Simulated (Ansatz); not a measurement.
Diamond-structure Si was calculated with G0W0@HSE06 (Ansatz, a program for electronic structure, plane waves, hard PAW, contour deformation).

The same calculation (at the measured cell, 20.013 Å³/atom) with different numerical settings; throughout: k mesh 2×2×2:

```json
[
 {"run": "1", "response cutoff (eV)": "100", "empty bands": "167", "quasiparticle gap on the mesh (eV)": "1.300", "quasiparticle gap at Γ (eV)": "3.453", "rough time": "20 core-s"},
 {"run": "2", "response cutoff (eV)": "150", "empty bands": "307", "quasiparticle gap on the mesh (eV)": "1.372", "quasiparticle gap at Γ (eV)": "3.509", "rough time": "30 core-s"},
 {"run": "3", "response cutoff (eV)": "200", "empty bands": "472", "quasiparticle gap on the mesh (eV)": "1.398", "quasiparticle gap at Γ (eV)": "3.528", "rough time": "70 core-s"},
 {"run": "4", "response cutoff (eV)": "250", "empty bands": "660", "quasiparticle gap on the mesh (eV)": "1.411", "quasiparticle gap at Γ (eV)": "3.536", "rough time": "100 core-s"},
 {"run": "5", "response cutoff (eV)": "300", "empty bands": "868", "quasiparticle gap on the mesh (eV)": "…", "quasiparticle gap at Γ (eV)": "…", "rough time": "2 core-min"}
]
```

Problem. Complete the blanks.

Solution. 
- 5, quasiparticle gap on the mesh (eV): 1.418
- 5, quasiparticle gap at Γ (eV): 3.546

In the column quasiparticle gap on the mesh (eV) the first row differs from the last by -0.118 and the next to last by -0.007.

The last row is no converged limit: other settings stay fixed.

Note: GW on a hybrid start was not checked against another program.
